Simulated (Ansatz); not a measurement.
# C3H8N radical: basis-set convergence

The task here is to estimate one member of a computed series from the others.

Computed with Ansatz 0.2.0, Gaussian basis. Level: one geometry, several basis sets.

Plan: PBE0-D4/def2-SVP; ωB97M-V/def2-SVP; PBE0-D4/def2-QZVPP; ωB97M-V/def2-QZVPP; the functionals' def2-TZVPP values are taken from earlier runs.

**The relaxed structure**

All runs share one geometry, relaxed beforehand with PBE0-D4 in a triple-zeta def2 set.

SMILES `CC[N]C`, 12 atoms, charge 0, spin multiplicity 2.

Atoms are counted from 1 here; the program's logs count them from 0.

Bond lengths: C1–C2 1.514 Å, C1–H5 1.092 Å, C1–H6 1.092 Å, C1–H7 1.092 Å, C2–N3 1.430 Å, C2–H8 1.104 Å, C2–H9 1.104 Å, N3–C4 1.427 Å, C4–H10 1.091 Å, C4–H11 1.101 Å, C4–H12 1.101 Å. Angles: C2–C1–H5 110.5°, C2–C1–H6 110.5°, C2–C1–H7 111.0°, H5–C1–H6 107.9°, H5–C1–H7 108.4°, H6–C1–H7 108.4°, C1–C2–N3 112.1°, C1–C2–H8 110.5°, C1–C2–H9 110.4°, N3–C2–H8 109.4°, N3–C2–H9 109.4°, H8–C2–H9 104.8°, C2–N3–C4 112.2°, N3–C4–H10 110.7°, N3–C4–H11 111.3°, N3–C4–H12 111.2°, H10–C4–H11 108.7°, H10–C4–H12 108.6° and more.

The first run:

Input file in.yaml:

```yaml
crystal:
  periodic: [false, false, false]
  atoms:
    - {symbol: C, position_ang: [-1.555872, 0.530796, 0.801528]}
    - {symbol: C, position_ang: [-0.437546, -0.252640, 0.147433]}
    - {symbol: N, position_ang: [0.682939, 0.574877, -0.174287]}
    - {symbol: C, position_ang: [1.738272, -0.160744, -0.791790]}
    - {symbol: H, position_ang: [-1.906263, 1.324116, 0.138613]}
    - {symbol: H, position_ang: [-1.206673, 0.996340, 1.725096]}
    - {symbol: H, position_ang: [-2.401526, -0.118359, 1.040082]}
    - {symbol: H, position_ang: [-0.799853, -0.751092, -0.768781]}
    - {symbol: H, position_ang: [-0.107696, -1.076202, 0.804873]}
    - {symbol: H, position_ang: [2.583214, 0.491234, -1.017374]}
    - {symbol: H, position_ang: [2.088302, -0.980096, -0.144152]}
    - {symbol: H, position_ang: [1.399901, -0.633527, -1.727341]}
basis:
  gaussian: {orbitals: def2-SVP}
magnetization: {spin_polarized: true, initial_magnetization: 1}
hamiltonian: {xc: pbe0, dispersion: d4}
output: {orbitals: {seedname: orbitals}}
```

Run with:

```bash
> ansatz run in.yaml --threads 4 --pin off --events-out ev --progress --plain --max-ram 10444MiB
```

Among the steps run: PBE0-D4 in def2-SVP; ωB97M-V in def2-SVP; PBE0-D4 in def2-QZVPP; ωB97M-V in def2-QZVPP.

One of the session's tables, all rows but one given; the rest of the session is left out.

It belongs to the step «Density functionals: the series». 

```
functional       basis  HOMO (eV)  LUMO (eV)
   PBE0-D4    def2-SVP      -6.92      -1.72
   PBE0-D4  def2-TZVPP      -7.10      -1.94
   PBE0-D4  def2-QZVPP      -7.13      -1.99
   ωB97M-V    def2-SVP      -9.11       0.39
   ωB97M-V  def2-TZVPP          ?          ?
   ωB97M-V  def2-QZVPP      -9.25       0.02
```

**Question.** Estimate the row for ωB97M-V, def2-TZVPP.

As computed: HOMO (eV): -9.22; LUMO (eV): 0.10. In the column «HOMO (eV)» it lies between ωB97M-V, def2-QZVPP (-9.25) and ωB97M-V, def2-SVP (-9.11).
